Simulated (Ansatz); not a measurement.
Geometry optimisation, RKS LDA/def2-SVP in Ansatz.

Input:

```yaml
crystal:
  periodic: [false, false, false]
  atoms:
    - { symbol: C, position_ang: [-0.331, 0.2383, -0.246] }
    - { symbol: C, position_ang: [0.5164, -0.4199, 0.3567] }
    - { symbol: O, position_ang: [1.3029, -1.0503, 0.9015] }
    - { symbol: H, position_ang: [-1.1621, -0.1924, -0.7077] }
    - { symbol: H, position_ang: [-0.2763, 1.3506, -0.3459] }
basis:
  gaussian: { orbitals: def2-SVP }
hamiltonian:
  xc: lda
relax:
  f_tol: 0.02
  max_steps: 40
scf:
  lower_state_search: "off"
```

Command:

```bash
$ ansatz run input.yaml --threads 1 --pin off --max-ram 2048MiB --backend cpu --events-out ev --progress --plain --runs-dir out
```

Q: Where does it end, and by what steps?

A: It converged. After 5 steps the energy has fallen by 0.371 eV; H4 moved furthest, 0.07 Å.

| step | energy less start (eV) | largest force component (eV/Å) | accepted |
| --- | --- | --- | --- |
| 0 | 0.0000 | 5.249 | yes |
| 1 | -0.3475 | 1.143 | yes |
| 2 | -0.2930 | 0.969 | no |
| 3 | -0.3677 | 0.137 | yes |
| 4 | -0.3697 | 0.191 | yes |
| 5 | -0.3710 | 0.013 | yes |

```xyz
5
Properties=species:S:1:pos:R:3
C -0.360 0.278 -0.270
C 0.542 -0.435 0.367
O 1.343 -1.068 0.933
H -1.222 -0.221 -0.740
H -0.252 1.373 -0.332
```

The run took 3.8 s on 1 thread of Intel(R) Xeon(R) Platinum 8488C (Sapphire Rapids), on a shared host, peak memory 0.11 GiB.
